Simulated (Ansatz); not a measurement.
Spinel MgSc2S4 was calculated with PBEsol (Ansatz, an electronic-structure program, PAW).

Numerical settings: plane-wave cutoff 520 eV, 6×6×6 k mesh, Fermi–Dirac smearing 0.01 eV, scalar-relativistic PAW data made under PBE.

Cell (measured lattice):

```cif
data_Mg2S8Sc4
_chemical_formula_sum 'Sc4 S8 Mg2'
_space_group_name_H-M_alt 'P 1'
_space_group_IT_number 1
_cell_length_a 7.51442
_cell_length_b 7.51442
_cell_length_c 7.51442
_cell_angle_alpha 60.000
_cell_angle_beta 60.000
_cell_angle_gamma 60.000
loop_
_space_group_symop_operation_xyz
  'x, y, z'
loop_
_atom_site_label
_atom_site_type_symbol
_atom_site_fract_x
_atom_site_fract_y
_atom_site_fract_z
_atom_site_occupancy
Sc1 Sc 0.12500 0.62500 0.12500 1
Sc2 Sc 0.12500 0.12500 0.62500 1
Sc3 Sc 0.62500 0.12500 0.12500 1
Sc4 Sc 0.12500 0.12500 0.12500 1
S1 S 0.36700 0.36700 0.89900 1
S2 S 0.88300 0.35100 0.88300 1
S3 S 0.36700 0.36700 0.36700 1
S4 S 0.35100 0.88300 0.88300 1
S5 S 0.36700 0.89900 0.36700 1
S6 S 0.88300 0.88300 0.35100 1
S7 S 0.89900 0.36700 0.36700 1
S8 S 0.88300 0.88300 0.88300 1
Mg1 Mg 0.75000 0.75000 0.75000 1
Mg2 Mg 0.50000 0.50000 0.50000 1
```

### Question
Give the computed band gap.

### Answer

- band gap: 1.47 eV (direct)

Note: cell and atoms aren't relaxed at this level (pressure -1.0 GPa).

Computed values are for the static lattice.
